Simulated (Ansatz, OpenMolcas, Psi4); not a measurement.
How basis sets differ on SiH3 (silyl radical)

The species is SiH3 (4 atoms), meant as a doublet with charge 0. SMILES: `[SiH3]`. Geometry: relaxed at PBE0-D4/def2-TZVP.

Quantity: the vertical ionisation energy (to the singlet cation), in eV. The values are calculated.

```tsv
level	kind	program	value (eV)	CPU time (all runs)
UHF/STO-3G	Hartree–Fock	OpenMolcas	6.00	3.2 s
UHF/3-21G	Hartree–Fock	Psi4	8.50	7.7 s
UHF/6-31G	Hartree–Fock	OpenMolcas	8.45	2.8 s
UHF/6-31G* (spherical functions)	Hartree–Fock	Ansatz	8.40	0.3 s
ROHF/cc-pVTZ	Hartree–Fock	OpenMolcas	8.39	11 s
```

The values span 6.00 to 8.50 eV. CPU times are rough (shared hosts, several kinds of processor): they show what a rung costs within a factor of a few.
